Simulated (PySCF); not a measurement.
# C₂⁻: from constants to spectrum

UHF-CCSD(T) constants of C₂⁻, doublet, unpaired electrons σ ↑ (basis C aug-pcseg-1; no relativity; PySCF 2.14; masses 12.0000 and 12.0000 u):

* ωe: 1766.2 cm⁻¹
* ωexe: 11.8 cm⁻¹
* Be: 1.6985 cm⁻¹
* αe: 0.0162 cm⁻¹
* D (centrifugal): 6.28e-06 cm⁻¹
* De to C + C⁻: 7.68 eV

Task: Give the vibrational terms G(v) and spacings up to v = 6.

Result: G(v) = ωe(v+½) − ωexe(v+½)².

```csv
v,G(v) (cm⁻¹),G(v) − G(v−1),Bv (cm⁻¹)
0,880,,1.690
1,2623,1743,1.674
2,4342,1719,1.658
3,6037,1695,1.642
4,7709,1672,1.626
5,9357,1648,1.609
6,10982,1625,1.593
```

Task: How well does the Morse estimate ωe²/(4ωexe) reproduce De, and what is D0?

Result: It gives 8.19 eV, 107 % of the computed De. D0 = De − G(0) = 7.68 − 0.11 = 7.57 eV.

Correlated steps freeze 2 core orbitals. Correlated levels converge slowly with the basis: in double zeta they bind strong bonds too weakly, by up to about 1 eV, and carry superposition errors of some tenths. The state is the lowest determinant that a PBE0 search found; another state may lie lower at other levels.
